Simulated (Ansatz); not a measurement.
Relaxation of ClH$_{6}$NSi (9 atoms, charge 0, multiplicity 1), to a largest force component of 0.03 eV/Å in at most 50 steps.

Level of theory: RKS PBE0-D4/def2-SVP in Ansatz 0.2.0.

```xyz
9
Properties=species:S:1:pos:R:3
Si -0.069 0.147 0.190
N -0.024 0.069 1.982
H -0.932 0.005 2.434
H 0.512 0.813 2.421
H 1.332 0.231 -0.299
H -0.808 1.347 -0.326
H -0.779 -1.060 -0.308
Cl 1.610 -2.655 0.880
H 1.114 -1.867 1.840
```

Where does it end, and by what steps?

It converged. After 7 steps the energy has fallen by 0.222 eV; Cl8 moved furthest, 0.73 Å.

| step | energy less start (eV) | largest force component (eV/Å) | accepted |
| --- | --- | --- | --- |
| 0 | 0.0000 | 0.873 | yes |
| 1 | -0.0725 | 1.079 | yes |
| 2 | -0.1674 | 0.329 | yes |
| 3 | -0.2072 | 0.240 | yes |
| 4 | -0.2170 | 0.119 | yes |
| 5 | -0.2206 | 0.082 | yes |
| 6 | -0.2220 | 0.051 | yes |
| 7 | -0.2224 | 0.023 | yes |

```xyz
9
Properties=species:S:1:pos:R:3
Si -0.130 0.250 0.093
N 0.087 -0.109 1.808
H -0.761 -0.302 2.338
H 0.657 0.549 2.338
H 1.230 0.375 -0.498
H -0.888 1.515 -0.160
H -0.882 -0.892 -0.495
Cl 1.661 -2.747 1.602
H 0.983 -1.609 1.788
```

Whether the end is a true minimum wasn't checked by a vibrational analysis.

Run time: 27 s on 1 thread of Arm Neoverse V1, on a shared host, peak memory 0.15 GiB.
